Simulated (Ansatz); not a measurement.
## HB–MgH, doublet: the ladder up to full CI

Geometry: a point of a breathe scan, not a stationary point.

```yaml
atoms:
  - { symbol: B, position_ang: [0.0000, 0.0000, 1.0844] }
  - { symbol: Mg, position_ang: [0.0000, 0.0000, -0.8595] }
  - { symbol: H, position_ang: [0.0000, 0.0000, 2.1419] }
  - { symbol: H, position_ang: [0.0000, 0.0000, -2.3668] }
```

Basis 6-31G; Ansatz 0.2.0. Correlated methods freeze the noble-gas cores, which leaves 7 electrons in 20 orbitals. Prefix R: restricted or restricted open-shell reference; prefix U: unrestricted. Active spaces: valence = (7e, 10o) chosen from the atoms' valence shells; pair = (3e, 3o) about the gap. The metal's outer-core shells are frozen, which leaves out core–valence correlation.

Full CI is exact within this basis and frozen core; it isn't the basis-set limit. The frozen core follows each run's orbitals, which can shift R against U totals by a few meV.

For open shells CISD and CISDTQ are restricted-active-space CI with the open shells as a complete middle space.

```
UHF ⟨S²⟩                          : 0.754
T1 diagnostic (RCCSD)             : 0.0161
largest doubles amplitude (RCCSD) : 0.035
T1 diagnostic (UCCSD)             : 0.0138
```

```json
{"level": "RHF", "E − E(full CI) (kcal/mol)": "47.00", "share of correlation (%)": "0.00", "wall time": "–"}
{"level": "UHF", "E − E(full CI) (kcal/mol)": "46.29", "share of correlation (%)": "1.51", "wall time": "–"}
{"level": "RMP2", "E − E(full CI) (kcal/mol)": "14.07", "share of correlation (%)": "70.06", "wall time": "–"}
{"level": "UMP2", "E − E(full CI) (kcal/mol)": "13.92", "share of correlation (%)": "70.39", "wall time": "–"}
{"level": "CISD", "E − E(full CI) (kcal/mol)": "2.56", "share of correlation (%)": "94.56", "wall time": "0.42 s"}
{"level": "RCCSD", "E − E(full CI) (kcal/mol)": "1.04", "share of correlation (%)": "97.79", "wall time": "–"}
{"level": "UCCSD", "E − E(full CI) (kcal/mol)": "1.03", "share of correlation (%)": "97.80", "wall time": "–"}
{"level": "RCCSD(T)", "E − E(full CI) (kcal/mol)": "0.36", "share of correlation (%)": "99.24", "wall time": "0.57 s"}
{"level": "UCCSD(T)", "E − E(full CI) (kcal/mol)": "0.36", "share of correlation (%)": "99.24", "wall time": "0.79 s"}
{"level": "BCCD(T)", "E − E(full CI) (kcal/mol)": "0.35", "share of correlation (%)": "99.26", "wall time": "0.45 s"}
{"level": "RCCSDT", "E − E(full CI) (kcal/mol)": "0.04", "share of correlation (%)": "99.91", "wall time": "–"}
{"level": "UCCSDT", "E − E(full CI) (kcal/mol)": "0.04", "share of correlation (%)": "99.91", "wall time": "–"}
{"level": "CISDTQ", "E − E(full CI) (kcal/mol)": "0.06", "share of correlation (%)": "99.88", "wall time": "2.9 s"}
{"level": "RCCSDT(Q)", "E − E(full CI) (kcal/mol)": "0.01", "share of correlation (%)": "99.98", "wall time": "2 s"}
{"level": "UCCSDT(Q)", "E − E(full CI) (kcal/mol)": "0.01", "share of correlation (%)": "99.98", "wall time": "2 s"}
{"level": "RCCSDTQ", "E − E(full CI) (kcal/mol)": "0.00", "share of correlation (%)": "100.00", "wall time": "14 s"}
{"level": "CASSCF (pair space)", "E − E(full CI) (kcal/mol)": "37.97", "share of correlation (%)": "19.22", "wall time": "–"}
{"level": "NEVPT2 (pair space)", "E − E(full CI) (kcal/mol)": "12.07", "share of correlation (%)": "74.32", "wall time": "0.45 s"}
{"level": "CASSCF (valence space)", "E − E(full CI) (kcal/mol)": "10.10", "share of correlation (%)": "78.51", "wall time": "–"}
{"level": "NEVPT2 (valence space)", "E − E(full CI) (kcal/mol)": "3.38", "share of correlation (%)": "92.80", "wall time": "2.6 s"}
{"level": "MRCISD (valence space)", "E − E(full CI) (kcal/mol)": "0.27", "share of correlation (%)": "99.43", "wall time": "–"}
{"level": "MRCISD+Q (valence space)", "E − E(full CI) (kcal/mol)": "0.15", "share of correlation (%)": "99.67", "wall time": "4.6 s"}
```

The correlation energy at full CI, counted from RHF, is -2.038 eV. That run took 8.5 s on 1 thread of AMD EPYC 9B14, shared host over 1,380,692 determinants.

Times hold each run's SCF and search for its determinant on a shared host, so for small cases they say little of a method's own cost; they ran on 1 thread of AMD EPYC 9B14. Some runs computed forces too.

The full-CI state has the irrep B1 of C2v, in the program's axes (one component, if the state is degenerate).

Natural occupations of full CI about the gap: 1.974 1.967 1.942 0.990 0.034 0.030 0.015 0.013 0.013 0.007; effectively unpaired electrons, Σ n²(2−n)², 1.03.
